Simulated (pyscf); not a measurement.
This saddle point was located with ωB97X-D3(BJ)/def2-SVP in PySCF.

```xyz
10

Ge    -2.5455     0.9236    -0.2108
O     -1.2327    -0.0202     0.7197
Ge     0.3821    -0.3999    -0.1336
H     -2.9642     0.1428    -1.4632
H     -3.6786     0.9849     0.8159
H     -2.0312     2.3248    -0.5648
H      1.1463    -1.1533     0.9574
H      0.1309    -1.2879    -1.3590
H      1.0918     0.9048    -0.5177
H     -1.4362    -0.4012     1.9147
```
Charge 0, spin multiplicity 2.

Surface: doublet, charge 0. Lowest wavenumbers (cm⁻¹): 1781i, 91, 99, 107, 252.

**Question.** What reaction is this the transition state of?

**Answer.** H₃Ge–O–GeH₃ + H atom (H•) <-> HO–GeH₃ + GeH₃•, a substitution at O read from left to right: Ge–O broken and H–O formed. At ωB97M-D3(BJ)/def2-TZVP it lies +10.9 kcal/mol from the left side and +28.5 kcal/mol from the right (each side as separated species at their lowest minima found). The same reactants have a lower exit, to •H₂Ge–O–GeH₃ + H₂ (barrier +2.9 kcal/mol at ωB97M-D3(BJ)/def2-TZVP, against +10.9 kcal/mol here). This is the saddle that the search found; another between the same sides may lie lower. The angle at the attacked O is 121°. Elements up to Kr have no core potential and no relativistic terms here.
